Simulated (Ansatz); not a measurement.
Steps of a relaxation of `CCOC#N` with RKS PBE0-D4/def2-TZVP.

```sh
$ ansatz run in.yaml --threads 2 --pin off --events-out ev --progress --plain --max-ram 4352MiB
```

```yaml
crystal:
  periodic: [false, false, false]
  atoms:
    - {symbol: C, position_ang: [-0.288392, -1.047068, 0.375740]}
    - {symbol: C, position_ang: [0.449781, 0.252340, 0.619875]}
    - {symbol: O, position_ang: [0.930918, 0.855199, -0.630607]}
    - {symbol: C, position_ang: [0.019878, 1.267121, -1.449257]}
    - {symbol: N, position_ang: [-0.775713, 1.659205, -2.224906]}
    - {symbol: H, position_ang: [-0.615446, -1.475468, 1.344446]}
    - {symbol: H, position_ang: [0.361484, -1.787790, -0.130304]}
    - {symbol: H, position_ang: [-1.191920, -0.884077, -0.246014]}
    - {symbol: H, position_ang: [-0.184012, 1.002421, 1.138336]}
    - {symbol: H, position_ang: [1.376722, 0.106818, 1.205590]}
basis:
  gaussian: {orbitals: def2-TZVP}
hamiltonian: {xc: pbe0, dispersion: d4}
relax: {f_tol: 0.005, max_steps: 150}
```

Positions (Å) and forces (eV/Å) along the path, 6 of 6 steps:

```xyz
10
step=1 energy=-6723.2062 eV
C    -0.288   -1.047    0.376   -0.115   -0.194   -0.112
C     0.450    0.252    0.620   -0.022    0.147    0.313
O     0.931    0.855   -0.631   -0.549    0.086   -0.204
C     0.020    1.267   -1.449   -1.211    0.566   -1.127
N    -0.776    1.659   -2.225    1.711   -0.860    1.698
H    -0.615   -1.475    1.344    0.175    0.237   -0.443
H     0.361   -1.788   -0.130   -0.302    0.376    0.247
H    -1.192   -0.884   -0.246    0.448   -0.057    0.300
H    -0.184    1.002    1.138    0.320   -0.375   -0.317
H     1.377    0.107    1.206   -0.455    0.073   -0.355
10
step=2 energy=-6723.2693 eV
C    -0.288   -1.037    0.367   -0.035   -0.052    0.008
C     0.447    0.253    0.620    0.017    0.054    0.011
O     0.929    0.848   -0.626   -0.164    0.035   -0.038
C     0.017    1.250   -1.433    0.169   -0.062    0.126
N    -0.772    1.627   -2.189   -0.017   -0.014    0.024
H    -0.614   -1.460    1.325    0.039    0.052   -0.131
H     0.357   -1.768   -0.132   -0.083    0.111    0.073
H    -1.178   -0.870   -0.251    0.127   -0.016    0.090
H    -0.180    0.998    1.125    0.094   -0.117   -0.083
H     1.365    0.107    1.196   -0.147    0.010   -0.080
10
step=3 energy=-6723.2723 eV
C    -0.288   -1.034    0.366    0.006    0.011   -0.004
C     0.447    0.252    0.618    0.005    0.007   -0.023
O     0.931    0.848   -0.624   -0.037   -0.011    0.019
C     0.018    1.246   -1.428    0.064    0.000   -0.002
N    -0.774    1.621   -2.181   -0.035   -0.004    0.005
H    -0.615   -1.455    1.320    0.000    0.001    0.003
H     0.356   -1.762   -0.130    0.004   -0.008   -0.004
H    -1.173   -0.866   -0.250   -0.007    0.000   -0.004
H    -0.178    0.994    1.119   -0.003    0.007    0.002
H     1.359    0.105    1.194    0.004   -0.005    0.008
10
step=4 energy=-6723.2724 eV
C    -0.288   -1.033    0.365    0.000    0.002    0.003
C     0.448    0.253    0.618    0.000    0.002   -0.013
O     0.931    0.848   -0.624   -0.011   -0.005    0.017
C     0.018    1.244   -1.427    0.032    0.015   -0.030
N    -0.776    1.617   -2.179   -0.019   -0.009    0.016
H    -0.615   -1.454    1.318   -0.002   -0.002    0.003
H     0.356   -1.761   -0.131    0.002   -0.002   -0.001
H    -1.172   -0.865   -0.252   -0.002    0.000   -0.002
H    -0.177    0.995    1.119   -0.002    0.002    0.003
H     1.359    0.104    1.195    0.002   -0.002    0.004
10
step=5 energy=-6723.2725 eV
C    -0.288   -1.032    0.364   -0.004   -0.006   -0.002
C     0.449    0.253    0.618   -0.004   -0.003    0.016
O     0.933    0.849   -0.623    0.009   -0.005    0.012
C     0.019    1.243   -1.427    0.000    0.021   -0.042
N    -0.780    1.612   -2.176   -0.003   -0.009    0.018
H    -0.617   -1.453    1.317    0.000    0.000    0.000
H     0.356   -1.761   -0.132   -0.002    0.002    0.001
H    -1.172   -0.863   -0.254    0.003    0.000    0.001
H    -0.176    0.996    1.119    0.001   -0.002    0.000
H     1.359    0.103    1.196    0.000    0.002   -0.004
10
step=6 energy=-6723.2725 eV
C    -0.288   -1.032    0.363    0.001    0.001   -0.001
C     0.449    0.254    0.618   -0.004   -0.003    0.001
O     0.934    0.850   -0.622    0.003    0.002   -0.003
C     0.021    1.243   -1.428    0.000   -0.001    0.003
N    -0.782    1.609   -2.174   -0.001    0.000   -0.001
H    -0.618   -1.453    1.316    0.000    0.000    0.001
H     0.356   -1.760   -0.132    0.000    0.000    0.000
H    -1.172   -0.862   -0.255    0.001    0.000    0.000
H    -0.176    0.996    1.120   -0.001    0.001    0.000
H     1.359    0.103    1.196    0.002    0.000    0.001
```

Run time 11 s (2 threads of an AMD EPYC 9R45 on a shared host); peak host memory 0.42 GiB.
